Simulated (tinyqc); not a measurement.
Worked calculation (part 1 of 2): UKS/BP86 in the sto-6g basis, for NH, spin multiplicity 3. Computed by tinyqc, a small Python program that keeps every step (integrals from PySCF). Settings: charge = 0, multiplicity = 3, basis = sto-6g, energy threshold = 1e-08, iteration cap = 82, orthogonalisation = symmetric, start = random, DIIS depth = 8, method = UKS, functional = b88,p86, grid = [20, 86]. Command: `OMP_NUM_THREADS=1 python tinyqc.py 28197 28198 out.jsonl` (the two numbers bound the seeds that draw the settings). One thread of a shared host (Intel(R) Xeon(R) Processor @ 2.60GHz), about 2 s of CPU time with the checks. Later iterations appear only in the table of the cycle.

## One-electron integrals

Geometry (angstrom):
```
atom,x,y,z
N,0.000000,0.000000,0.000000
H,0.000000,0.000000,1.504000
```

Basis sto-6g: exponents (1/bohr^2) and contraction coefficients of normalised primitives:
```
element,l (shell),exponent,coefficient
N,s (1),1027.828458,0.009164
N,s (1),188.451223,0.049361
N,s (1),52.721861,0.168538
N,s (1),18.111382,0.370563
N,s (1),7.033180,0.416492
N,s (1),2.896652,0.130334
N,s (2),39.198808,-0.013253
N,s (2),7.758467,-0.046992
N,s (2),2.411326,-0.033785
N,s (2),0.927724,0.250242
N,s (2),0.402911,0.595117
N,s (2),0.184684,0.240706
N,p (3),39.198808,0.003760
N,p (3),7.758467,0.037679
N,p (3),2.411326,0.173897
N,p (3),0.927724,0.418036
N,p (3),0.402911,0.425860
N,p (3),0.184684,0.101708
H,s (1),35.523221,0.009164
H,s (1),6.513144,0.049361
H,s (1),1.822143,0.168538
H,s (1),0.625955,0.370563
H,s (1),0.243077,0.416492
H,s (1),0.100112,0.130334
```

Overlap, kinetic and nuclear-attraction integrals over the contracted functions; the nuclear repulsion is the sum of Za Zb / Rab.

nuclear repulsion = 2.46292585 hartree

overlap S:
```
,1N 1s,1N 2s,1N 2px,1N 2py,1N 2pz,2H 1s
1N 1s,1.000000,0.229416,0.000000,0.000000,0.000000,0.019408
1N 2s,0.229416,1.000000,0.000000,0.000000,0.000000,0.244656
1N 2px,0.000000,0.000000,1.000000,0.000000,0.000000,0.000000
1N 2py,0.000000,0.000000,0.000000,1.000000,0.000000,0.000000
1N 2pz,0.000000,0.000000,0.000000,0.000000,1.000000,0.254788
2H 1s,0.019408,0.244656,0.000000,0.000000,0.254788,1.000000
```

kinetic energy T (hartree):
```
,1N 1s,1N 2s,1N 2px,1N 2py,1N 2pz,2H 1s
1N 1s,22.236411,-0.678745,0.000000,0.000000,0.000000,-0.006069
1N 2s,-0.678745,0.632900,0.000000,0.000000,0.000000,0.004281
1N 2px,0.000000,0.000000,1.901294,0.000000,0.000000,0.000000
1N 2py,0.000000,0.000000,0.000000,1.901294,0.000000,0.000000
1N 2pz,0.000000,0.000000,0.000000,0.000000,1.901294,0.059754
2H 1s,-0.006069,0.004281,0.000000,0.000000,0.059754,0.768522
```

nuclear attraction V (hartree):
```
,1N 1s,1N 2s,1N 2px,1N 2py,1N 2pz,2H 1s
1N 1s,-47.025325,-4.727775,0.000000,0.000000,-0.007591,-0.454753
1N 2s,-4.727775,-7.176583,0.000000,0.000000,-0.090713,-1.261233
1N 2px,0.000000,0.000000,-7.159650,0.000000,0.000000,0.000000
1N 2py,0.000000,0.000000,0.000000,-7.159650,0.000000,0.000000
1N 2pz,-0.007591,-0.090713,0.000000,0.000000,-7.209546,-1.182830
2H 1s,-0.454753,-1.261233,0.000000,0.000000,-1.182830,-3.692806
```

core Hamiltonian H = T + V (hartree):
```
,1N 1s,1N 2s,1N 2px,1N 2py,1N 2pz,2H 1s
1N 1s,-24.788914,-5.406520,0.000000,0.000000,-0.007591,-0.460821
1N 2s,-5.406520,-6.543682,0.000000,0.000000,-0.090713,-1.256951
1N 2px,0.000000,0.000000,-5.258355,0.000000,0.000000,0.000000
1N 2py,0.000000,0.000000,0.000000,-5.258355,0.000000,0.000000
1N 2pz,-0.007591,-0.090713,0.000000,0.000000,-5.308252,-1.123077
2H 1s,-0.460821,-1.256951,0.000000,0.000000,-1.123077,-2.924284
```

## Two-electron integrals

Functions are numbered as in S; the eight-fold symmetry (ij|kl) = (ji|kl) = (kl|ij) leaves the list below.

Two-electron integrals (ij|kl) in chemists' order, unique and non-zero (hartree):
```
i,j,k,l,(ij|kl)
1,1,1,1,4.168742
2,1,1,1,0.583648
2,1,2,1,0.104114
2,2,1,1,0.968487
2,2,2,1,0.214450
2,2,2,2,0.708398
3,1,3,1,0.022075
3,2,3,1,0.033611
3,2,3,2,0.156576
3,3,1,1,0.968488
3,3,2,1,0.214450
3,3,2,2,0.708398
3,3,3,3,0.763241
4,1,4,1,0.022075
4,2,4,1,0.033611
4,2,4,2,0.156576
4,3,4,3,0.041133
4,4,1,1,0.968488
4,4,2,1,0.214450
4,4,2,2,0.708398
4,4,3,3,0.680975
4,4,4,4,0.763241
5,1,5,1,0.022075
5,2,5,1,0.033611
5,2,5,2,0.156576
5,3,5,3,0.041133
5,4,5,4,0.041133
5,5,1,1,0.968488
5,5,2,1,0.214450
5,5,2,2,0.708398
5,5,3,3,0.680975
5,5,4,4,0.680975
5,5,5,5,0.763241
6,1,1,1,0.052247
6,1,2,1,0.008953
6,1,2,2,0.018110
6,1,3,3,0.018062
6,1,4,4,0.018062
6,1,5,1,0.000502
6,1,5,2,0.000996
6,1,5,5,0.018205
6,1,6,1,0.000787
6,2,1,1,0.157354
6,2,2,1,0.035471
6,2,2,2,0.133480
6,2,3,3,0.130621
6,2,4,4,0.130621
6,2,5,1,0.003171
6,2,5,2,0.025345
6,2,5,5,0.139198
6,2,6,1,0.003107
6,2,6,2,0.035789
6,3,3,1,0.003415
6,3,3,2,0.020351
6,3,5,3,0.004823
6,3,6,3,0.004097
6,4,4,1,0.003415
6,4,4,2,0.020351
6,4,5,4,0.004823
6,4,6,4,0.004097
6,5,1,1,0.139409
6,5,2,1,0.031797
6,5,2,2,0.126831
6,5,3,3,0.121224
6,5,4,4,0.121224
6,5,5,1,0.005755
6,5,5,2,0.041815
6,5,5,5,0.138042
6,5,6,1,0.002883
6,5,6,2,0.040668
6,5,6,5,0.049494
6,6,1,1,0.350386
6,6,2,1,0.080325
6,6,2,2,0.345737
6,6,3,3,0.332515
6,6,4,4,0.332515
6,6,5,1,0.007329
6,6,5,2,0.082825
6,6,5,5,0.372179
6,6,6,1,0.007063
6,6,6,2,0.129766
6,6,6,5,0.163713
6,6,6,6,0.774999
```

## Orthogonalisation

S = U s U^T; symmetric (Loewdin) form X = U s^(-1/2) U^T, so that X^T S X = 1.

eigenvalues of S: 0.613671  0.843415  1.000000  1.000000  1.140276  1.402638

X:
```
,1N 1s,1N 2s,1N 2px,1N 2py,1N 2pz,2H 1s
1N 1s,1.020925,-0.121663,0.000000,0.000000,-0.003055,0.013227
1N 2s,-0.121663,1.046516,0.000000,0.000000,0.026408,-0.135764
1N 2px,0.000000,0.000000,1.000000,0.000000,0.000000,0.000000
1N 2py,0.000000,0.000000,0.000000,1.000000,0.000000,0.000000
1N 2pz,-0.003055,0.026408,0.000000,0.000000,1.026838,-0.138522
2H 1s,0.013227,-0.135764,0.000000,0.000000,-0.138522,1.051963
```

## Starting guess

The start is random orthonormal orbitals; D(s) = C_occ C_occ^T for each spin.

D(alpha) at the start:
```
,1N 1s,1N 2s,1N 2px,1N 2py,1N 2pz,2H 1s
1N 1s,0.885681,-0.237922,-0.077446,-0.016222,-0.362423,-0.013280
1N 2s,-0.237922,1.127729,0.006989,0.001464,0.105619,-0.284964
1N 2px,-0.077446,0.006989,0.965046,-0.007321,-0.158472,-0.026014
1N 2py,-0.016222,0.001464,-0.007321,0.998466,-0.033193,-0.005449
1N 2pz,-0.362423,0.105619,-0.158472,-0.033193,0.355817,-0.409525
2H 1s,-0.013280,-0.284964,-0.026014,-0.005449,-0.409525,1.125062
```

D(beta) at the start:
```
,1N 1s,1N 2s,1N 2px,1N 2py,1N 2pz,2H 1s
1N 1s,0.649927,-0.084442,0.028911,0.264482,-0.410241,0.250990
1N 2s,-0.084442,0.149037,-0.324479,-0.079953,0.075380,0.050978
1N 2px,0.028911,-0.324479,0.838816,-0.103720,-0.155213,0.006350
1N 2py,0.264482,-0.079953,-0.103720,0.652560,0.030819,-0.378678
1N 2pz,-0.410241,0.075380,-0.155213,0.030819,0.341832,-0.320447
2H 1s,0.250990,0.050978,0.006350,-0.378678,-0.320447,0.535178
```

## Iteration 1: exchange-correlation on the grid

Becke grid with 20 radial and 86 angular points per atom, points of zero weight dropped. rho = sum D_ij phi_i phi_j; V_xc,ij = sum w v_xc phi_i phi_j plus the gradient terms; v_xc is d(rho eps)/d rho(s) for spin s at fixed gradient.

The 8 grid points with the largest w rho, of 3437 (bohr, atomic units):
```
x,y,z,w,rho(alpha),rho(beta),eps_xc,v_xc(alpha)
-0.969131,0.000000,0.391112,0.049515,0.226082,0.214099,-0.635637,-0.812670
-1.283413,0.000000,0.517947,0.105843,0.105332,0.100452,-0.513040,-0.627580
-1.283413,0.517947,0.000000,0.106272,0.103566,0.096155,-0.508675,-0.623871
-0.969131,0.391112,0.000000,0.049548,0.221464,0.206367,-0.630668,-0.806783
-1.383986,0.000000,0.000000,0.103858,0.102751,0.098568,-0.509671,-0.622890
-1.045076,0.000000,0.000000,0.048423,0.219783,0.210342,-0.631452,-0.805274
-1.283413,-0.517947,0.000000,0.106272,0.102718,0.092695,-0.505456,-0.621572
-0.969131,-0.391112,0.000000,0.049548,0.219714,0.196614,-0.625503,-0.803498
```

electrons on the grid, sum of w rho = 7.999853

E_xc = sum of w rho eps_xc = -6.16621897 hartree

V_xc(alpha) (hartree):
```
,1N 1s,1N 2s,1N 2px,1N 2py,1N 2pz,2H 1s
1N 1s,-2.579280,-0.310326,0.004564,0.000721,0.016994,-0.028498
1N 2s,-0.310326,-0.677359,0.005822,0.001399,0.004260,-0.124217
1N 2px,0.004564,0.005822,-0.696496,0.001198,0.015304,0.002388
1N 2py,0.000721,0.001399,0.001198,-0.699041,0.003277,0.000766
1N 2pz,0.016994,0.004260,0.015304,0.003277,-0.636343,-0.120002
2H 1s,-0.028498,-0.124217,0.002388,0.000766,-0.120002,-0.518841
```

V_xc(beta) (hartree):
```
,1N 1s,1N 2s,1N 2px,1N 2py,1N 2pz,2H 1s
1N 1s,-2.382233,-0.280362,0.009898,-0.012032,0.026266,-0.025590
1N 2s,-0.280362,-0.590932,0.053000,0.015325,0.014087,-0.106970
1N 2px,0.009898,0.053000,-0.618479,0.014519,0.024212,0.009040
1N 2py,-0.012032,0.015325,0.014519,-0.604266,0.001306,0.004421
1N 2pz,0.026266,0.014087,0.024212,0.001306,-0.549897,-0.101827
2H 1s,-0.025590,-0.106970,0.009040,0.004421,-0.101827,-0.442864
```

## Iteration 1: building the Kohn-Sham matrix

J_ij = sum D_kl (ij|kl) with D = D(alpha) + D(beta); F = H + J + V_xc; E = tr D H + tr D J / 2 + E_xc + E_nn.

Coulomb J (hartree):
```
,1N 1s,1N 2s,1N 2px,1N 2py,1N 2pz,2H 1s
1N 1s,11.612874,2.068041,-0.023620,0.003061,-0.019425,0.178705
1N 2s,2.068041,5.530046,-0.103485,-0.023525,0.069814,1.082652
1N 2px,-0.023620,-0.103485,5.552120,-0.009135,-0.025995,-0.016441
1N 2py,0.003061,-0.023525,-0.009135,5.539547,-0.003900,-0.004670
1N 2pz,-0.019425,0.069814,-0.025995,-0.003900,5.498469,1.058759
2H 1s,0.178705,1.082652,-0.016441,-0.004670,1.058759,3.345105
```

F(alpha) (hartree):
```
,1N 1s,1N 2s,1N 2px,1N 2py,1N 2pz,2H 1s
1N 1s,-15.755320,-3.648805,-0.019055,0.003782,-0.010021,-0.310614
1N 2s,-3.648805,-1.690995,-0.097663,-0.022127,-0.016639,-0.298516
1N 2px,-0.019055,-0.097663,-0.402731,-0.007937,-0.010691,-0.014053
1N 2py,0.003782,-0.022127,-0.007937,-0.417850,-0.000624,-0.003904
1N 2pz,-0.010021,-0.016639,-0.010691,-0.000624,-0.446125,-0.184320
2H 1s,-0.310614,-0.298516,-0.014053,-0.003904,-0.184320,-0.098020
```

F(beta) (hartree):
```
,1N 1s,1N 2s,1N 2px,1N 2py,1N 2pz,2H 1s
1N 1s,-15.558272,-3.618841,-0.013722,-0.008971,-0.000749,-0.307706
1N 2s,-3.618841,-1.604568,-0.050485,-0.008200,-0.006812,-0.281269
1N 2px,-0.013722,-0.050485,-0.324715,0.005384,-0.001783,-0.007401
1N 2py,-0.008971,-0.008200,0.005384,-0.323075,-0.002595,-0.000248
1N 2pz,-0.000749,-0.006812,-0.001783,-0.002595,-0.359680,-0.166145
2H 1s,-0.307706,-0.281269,-0.007401,-0.000248,-0.166145,-0.022043
```

total energy of this density = -46.22874477 hartree

## Iteration 1: diagonalisation and new density

Diagonalise F' = X^T F X, C = X C', fill 5 alpha and 3 beta electrons from the bottom; D(s) = C_occ C_occ^T. Each column has its largest component positive (the first on a tie).

F' = X^T F X (alpha) (hartree):
```
,1,2,3,4,5,6
1,-15.547576,-1.745796,-0.007725,0.006503,-0.015772,-0.023464
2,-1.745796,-1.083116,-0.098262,-0.023102,0.005572,-0.129648
3,-0.007725,-0.098262,-0.402731,-0.007937,-0.011553,-0.000295
4,0.006503,-0.023102,-0.007937,-0.417850,-0.000695,-0.000966
5,-0.015772,0.005572,-0.011553,-0.000695,-0.419495,-0.131086
6,-0.023464,-0.129648,-0.000295,-0.000966,-0.131086,-0.008100
```

orbital energies (alpha) (hartree): MO1 -15.755438, MO2 -0.912910, MO3 -0.456274, MO4 -0.417015, MO5 -0.384426, MO6 0.047195

coefficients C (alpha):
```
,MO1,MO2,MO3,MO4,MO5,MO6
1N 1s,0.999418,-0.233319,0.017248,0.016136,0.038645,0.044160
1N 2s,0.002560,1.004932,-0.090300,-0.068303,-0.167723,-0.279788
1N 2px,0.001257,0.185430,0.068847,0.098240,0.974658,0.035557
1N 2py,-0.000242,0.049794,-0.008836,0.992734,-0.109084,0.004738
1N 2pz,0.000773,0.034066,0.948095,0.002263,-0.058604,-0.413288
2H 1s,-0.000461,0.010253,0.150161,-0.009740,-0.050169,1.057902
```

F' = X^T F X (beta) (hartree):
```
,1,2,3,4,5,6
1,-15.348375,-1.748641,-0.007959,-0.008156,-0.007625,-0.022831
2,-1.748641,-0.996165,-0.050206,-0.007525,0.015911,-0.134029
3,-0.007959,-0.050206,-0.324715,0.005384,-0.002097,-0.000866
4,-0.008156,-0.007525,0.005384,-0.323075,-0.002819,0.001093
5,-0.007625,0.015911,-0.002097,-0.002819,-0.331651,-0.135255
6,-0.022831,-0.134029,-0.000866,0.001093,-0.135255,0.069351
```

orbital energies (beta) (hartree): MO1 -15.558470, MO2 -0.810539, MO3 -0.371989, MO4 -0.327563, MO5 -0.315325, MO6 0.129255

coefficients C (beta):
```
,MO1,MO2,MO3,MO4,MO5,MO6
1N 1s,0.999160,-0.237213,0.011527,-0.012522,0.018331,0.045370
1N 2s,0.003675,1.016989,-0.064055,0.054300,-0.081537,-0.284864
1N 2px,0.000912,0.099197,-0.008165,-0.612964,0.783675,0.014838
1N 2py,0.000590,0.011730,0.043194,0.787429,0.614746,0.006307
1N 2pz,0.000178,0.013693,0.943822,-0.037990,-0.013544,-0.426237
2H 1s,-0.000507,0.019403,0.167411,-0.001096,-0.021566,1.056197
```

D(alpha) after iteration 1:
```
,1N 1s,1N 2s,1N 2px,1N 2py,1N 2pz,2H 1s
1N 1s,1.055325,-0.241053,-0.001570,-0.000209,0.006949,-0.002359
1N 2s,-0.241053,1.050845,0.009948,0.001326,-0.041703,0.005823
1N 2px,-0.001570,0.009948,0.998736,-0.000168,0.014695,-0.037615
1N 2py,-0.000209,0.001326,-0.000168,0.999978,0.001958,-0.005012
1N 2pz,0.006949,-0.041703,0.014695,0.001958,0.903485,0.145634
2H 1s,-0.002359,0.005823,-0.037615,-0.005012,0.145634,0.025265
```

D(beta) after iteration 1:
```
,1N 1s,1N 2s,1N 2px,1N 2py,1N 2pz,2H 1s
1N 1s,1.054724,-0.238309,-0.022714,-0.001695,0.007809,-0.003179
1N 2s,-0.238309,1.038382,0.101409,0.009164,-0.046530,0.009008
1N 2px,-0.022714,0.101409,0.009908,0.000811,-0.006348,0.000557
1N 2py,-0.001695,0.009164,0.000811,0.002004,0.040929,0.007459
1N 2pz,0.007809,-0.046530,-0.006348,0.040929,0.890988,0.158272
2H 1s,-0.003179,0.009008,0.000557,0.007459,0.158272,0.028403
```

## Iteration 2: exchange-correlation on the grid

As before.

The 8 grid points with the largest w rho, of 3437 (bohr, atomic units):
```
x,y,z,w,rho(alpha),rho(beta),eps_xc,v_xc(alpha)
0.000000,0.000000,-1.383986,0.103878,0.100908,0.100022,-0.509200,-0.620158
0.517947,0.000000,-1.283413,0.106292,0.101177,0.093868,-0.505157,-0.619334
0.000000,0.000000,-1.045076,0.048425,0.214952,0.213059,-0.630103,-0.800933
0.000000,-0.517947,-1.283413,0.106292,0.101750,0.091927,-0.504309,-0.619940
0.391112,0.000000,-0.969131,0.049550,0.215536,0.199837,-0.624875,-0.800013
0.000000,-0.391112,-0.969131,0.049550,0.216771,0.195750,-0.623851,-0.800863
0.000000,0.517947,-1.283413,0.106292,0.101618,0.088138,-0.501661,-0.618862
-0.517947,0.000000,-1.283413,0.106292,0.102165,0.086368,-0.500961,-0.619439
```

electrons on the grid, sum of w rho = 7.999977

E_xc = sum of w rho eps_xc = -7.47173695 hartree

V_xc(alpha) (hartree):
```
,1N 1s,1N 2s,1N 2px,1N 2py,1N 2pz,2H 1s
1N 1s,-2.728908,-0.330485,-0.000244,-0.000027,0.000471,-0.030732
1N 2s,-0.330485,-0.717865,-0.001822,-0.000201,0.000646,-0.120259
1N 2px,-0.000244,-0.001822,-0.717705,0.000012,-0.000776,-0.000195
1N 2py,-0.000027,-0.000201,0.000012,-0.717799,-0.000243,-0.000052
1N 2pz,0.000471,0.000646,-0.000776,-0.000243,-0.717890,-0.109878
2H 1s,-0.030732,-0.120259,-0.000195,-0.000052,-0.109878,-0.273369
```

V_xc(beta) (hartree):
```
,1N 1s,1N 2s,1N 2px,1N 2py,1N 2pz,2H 1s
1N 1s,-2.703210,-0.308904,-0.002808,-0.000316,0.000621,-0.029161
1N 2s,-0.308904,-0.600971,-0.020763,-0.002171,0.001591,-0.108251
1N 2px,-0.002808,-0.020763,-0.564705,0.000035,0.000458,-0.002137
1N 2py,-0.000316,-0.002171,0.000035,-0.564901,-0.004888,-0.000696
1N 2pz,0.000621,0.001591,0.000458,-0.004888,-0.673268,-0.106173
2H 1s,-0.029161,-0.108251,-0.002137,-0.000696,-0.106173,-0.276415
```

## Iteration 2: building the Kohn-Sham matrix

As before.

Coulomb J (hartree):
```
,1N 1s,1N 2s,1N 2px,1N 2py,1N 2pz,2H 1s
1N 1s,14.052899,2.420339,0.006160,0.000638,-0.001300,0.210534
1N 2s,2.420339,6.112885,0.031731,0.003257,0.003963,1.117634
1N 2px,0.006160,0.031731,6.087318,0.000053,0.000329,0.004144
1N 2py,0.000638,0.003257,0.000053,6.086770,0.003552,0.000848
1N 2pz,-0.001300,0.003963,0.000329,0.003552,6.164568,1.052938
2H 1s,0.210534,1.117634,0.004144,0.000848,1.052938,2.851543
```

F(alpha) (hartree):
```
,1N 1s,1N 2s,1N 2px,1N 2py,1N 2pz,2H 1s
1N 1s,-13.464923,-3.316666,0.005916,0.000611,-0.008419,-0.281019
1N 2s,-3.316666,-1.148662,0.029909,0.003056,-0.086103,-0.259576
1N 2px,0.005916,0.029909,0.111258,0.000065,-0.000447,0.003949
1N 2py,0.000611,0.003056,0.000065,0.110615,0.003308,0.000796
1N 2pz,-0.008419,-0.086103,-0.000447,0.003308,0.138427,-0.180018
2H 1s,-0.281019,-0.259576,0.003949,0.000796,-0.180018,-0.346110
```

F(beta) (hartree):
```
,1N 1s,1N 2s,1N 2px,1N 2py,1N 2pz,2H 1s
1N 1s,-13.439224,-3.295085,0.003352,0.000322,-0.008270,-0.279448
1N 2s,-3.295085,-1.031768,0.010968,0.001085,-0.085158,-0.247568
1N 2px,0.003352,0.010968,0.264258,0.000088,0.000787,0.002006
1N 2py,0.000322,0.001085,0.000088,0.263513,-0.001336,0.000152
1N 2pz,-0.008270,-0.085158,0.000787,-0.001336,0.183048,-0.176312
2H 1s,-0.279448,-0.247568,0.002006,0.000152,-0.176312,-0.349156
```

total energy of this density = -54.63958636 hartree

## Iteration 2: DIIS over 2 matrices

error matrix X^T (FDS - SDF) X (alpha):
```
,1,2,3,4,5,6
1,0.000000,0.005577,-0.001628,-0.000229,0.009619,-0.046538
2,-0.005577,0.000000,0.001582,0.000327,0.014775,0.070653
3,0.001628,-0.001582,0.000000,-0.000030,-0.007043,-0.007430
4,0.000229,-0.000327,0.000030,0.000000,-0.001170,-0.000176
5,-0.009619,-0.014775,0.007043,0.001170,0.000000,0.245161
6,0.046538,-0.070653,0.007430,0.000176,-0.245161,0.000000
```

B (overlaps of the stored error matrices):
```
,1,2
1,1.7601124e+02,3.6674997e-01
2,3.6674997e-01,3.0400666e-01
```

Minimise |sum c_i e_i|^2 with sum c_i = 1: solve [B -1; -1 0][c; lambda] = [0; -1] with B_ij = tr e_i^T e_j summed over both spins, and take F = sum c_i F_i.

DIIS coefficients: -0.000357  1.000357

extrapolated F(alpha) (hartree):
```
,1N 1s,1N 2s,1N 2px,1N 2py,1N 2pz,2H 1s
1N 1s,-13.464104,-3.316547,0.005925,0.000610,-0.008418,-0.281009
1N 2s,-3.316547,-1.148468,0.029955,0.003065,-0.086128,-0.259562
1N 2px,0.005925,0.029955,0.111441,0.000068,-0.000443,0.003955
1N 2py,0.000610,0.003065,0.000068,0.110804,0.003310,0.000797
1N 2pz,-0.008418,-0.086128,-0.000443,0.003310,0.138636,-0.180016
2H 1s,-0.281009,-0.259562,0.003955,0.000797,-0.180016,-0.346199
```

extrapolated F(beta) (hartree):
```
,1N 1s,1N 2s,1N 2px,1N 2py,1N 2pz,2H 1s
1N 1s,-13.438467,-3.294969,0.003358,0.000325,-0.008272,-0.279438
1N 2s,-3.294969,-1.031564,0.010990,0.001089,-0.085186,-0.247556
1N 2px,0.003358,0.010990,0.264468,0.000086,0.000788,0.002010
1N 2py,0.000325,0.001089,0.000086,0.263723,-0.001336,0.000152
1N 2pz,-0.008272,-0.085186,0.000788,-0.001336,0.183242,-0.176316
2H 1s,-0.279438,-0.247556,0.002010,0.000152,-0.176316,-0.349273
```
